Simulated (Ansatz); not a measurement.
Species: H$_{2}$N, SMILES `[NH2]` (charge 0, multiplicity 2).

Task: Give a relaxed geometry from B3LYP-D3(BJ)/def2-TZVP run with Ansatz (a first-principles code).

Result: the end point of this relaxation (outside a Z-matrix the atoms follow the SMILES, hydrogens last).
Z-matrix (Å, degrees):
```
N
H 1 1.0284
H 1 1.0284 2 103.25
```
